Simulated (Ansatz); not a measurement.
[OH···H···SiH₃], doublet: the ladder up to UCCSDT(Q)

Geometry: a point of a hydrogen-transfer path between rigid fragments, not a stationary point.

```xyz
7

O    -1.9698   -0.0190    0.0000
H    -2.2192    0.9076    0.0000
H    -0.7378   -0.0190    0.0000
Si    1.0652   -0.0190    0.0000
H     1.5151   -1.4353    0.0000
H     1.5151    0.6891   -1.2265
H     1.5151    0.6891    1.2265
```

Basis cc-pVDZ; Ansatz 0.2.0. Correlated methods freeze the noble-gas cores, which leaves 15 electrons in 51 orbitals. Prefix R: restricted or restricted open-shell reference; prefix U: unrestricted. Active spaces: pair = (3e, 3o) about the gap.

Full CI isn't at hand for all of this; UCCSDT(Q) serves as the reference, and is uncertain by about the last step of the cluster series. The frozen core follows each run's orbitals, which can shift R against U totals by a few meV.

For open shells CISD is restricted-active-space CI with the open shells as a complete middle space.

The UHF ⟨S²⟩ is 0.797. The T1 diagnostic (RCCSD) is 0.0195, the largest doubles amplitude (RCCSD) is 0.046 and the T1 diagnostic (UCCSD) is 0.0200.

```tsv
level	E − E(UCCSDT(Q)) (kJ/mol)	share of correlation (%)	wall time
RHF	953.1	0.00	–
UHF	923.6	3.10	–
RMP2	112.4	88.21	–
UMP2	130.5	86.31	–
CISD	112.1	88.24	7.5 s
RCCSD	24.2	97.46	–
UCCSD	23.1	97.58	–
RCCSD(T)	4.5	99.53	3.9 s
UCCSD(T)	4.7	99.51	3.3 s
BCCD(T)	4.5	99.52	4.2 s
RCCSDT	2.1	99.78	–
UCCSDT	2.0	99.79	–
RCCSDT(Q)	0.0	100.00	7 s (H100)
CASSCF (pair space)	868.5	8.88	–
NEVPT2 (pair space)	116.6	87.76	1.5 s
MRCISD (pair space)	95.2	90.01	–
MRCISD+Q (pair space)	14.8	98.45	5.5 s (H100)
```

The correlation energy at UCCSDT(Q), counted from RHF, is -9.879 eV. That run took 6 s on 2 threads of AMD EPYC 7R13 with a shared H100 80 GB, shared host.

Times hold each run's SCF and search for its determinant on a shared host, so for small cases they say little of a method's own cost; rows without a card ran on 1 thread of AMD EPYC 7R13.
